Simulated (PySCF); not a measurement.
# Constants of LiS, step by step

State: ²Π, doublet, unpaired electrons π ↑. De refers to Li + S. ROHF-based CCSD(T) in PySCF 2.14 with Li cc-pVTZ, S cc-pV(T+d)Z and Li cc-pVQZ, S cc-pV(Q+d)Z (frozen core orbitals: 6; no relativity). Correlation energies are extrapolated as n⁻³ (n = 3, 4), Hartree–Fock as (n+1)·exp(−9√n). CV is the change on freezing 1 orbitals instead, in Li cc-pCVTZ, S cc-pwCVTZ. SR is the spin-free X2C energy in Li cc-pVTZ-DK, S cc-pVTZ-DK less the non-relativistic one in Li cc-pVTZ, S cc-pVTZ.

| Level | Re (Å) | ωe (cm⁻¹) | ωexe (cm⁻¹) | αe (cm⁻¹) | De (eV) |
| --- | --- | --- | --- | --- | --- |
| CCSD(T)/TZ | 2.1709 | 574.5 | 3.61 | 0.00657 | 3.043 |
| CCSD(T)/QZ | 2.1685 | 574.4 | 3.68 | 0.00664 | 3.179 |
| HF/CBS | 2.1649 | 584.0 | 3.65 | 0.00648 | 2.075 |
| MP2/CBS | 2.1694 | 575.7 | 3.68 | 0.00660 | 3.220 |
| CCSD/CBS | 2.1638 | 579.1 | 3.70 | 0.00663 | 3.186 |
| CCSD(T)/CBS | 2.1670 | 575.1 | 3.71 | 0.00667 | 3.270 |
| CCSD(T)/CBS+CV | 2.1558 | 580.6 | 3.75 | 0.00671 | 3.283 |
| CCSD(T)/CBS+CV+SR | 2.1545 | 581.4 | 3.71 | 0.00666 | 3.277 |

Problem. How much is left between CCSD(T)/QZ and the basis-set limit, and how much do the triples give at the limit?

Solution. CCSD(T)/CBS less CCSD(T)/QZ: -1.5 mÅ in Re, +0.7 cm⁻¹ in ωe and +0.091 eV in De. CCSD(T)/CBS less CCSD/CBS: +3.2 mÅ in Re, -4.0 cm⁻¹ in ωe and +0.084 eV in De.

Problem. What do the later terms add?

Solution. CV: -11.2 mÅ in Re, +5.5 cm⁻¹ in ωe and +0.013 eV in De; SR: -1.3 mÅ in Re, +0.8 cm⁻¹ in ωe and -0.006 eV in De, each against the row above.

The T1 diagnostic is 0.016. The state was picked by a PBE0 search and need not be the measured ground state. Spin–orbit coupling, excitations beyond (T) and corrections to the Born–Oppenheimer picture are left out.

The whole job (state search and all basis sets along the bond) took about 15 min on 4 threads of Arm Neoverse V1 (shared host), peak memory 9.2 GiB.
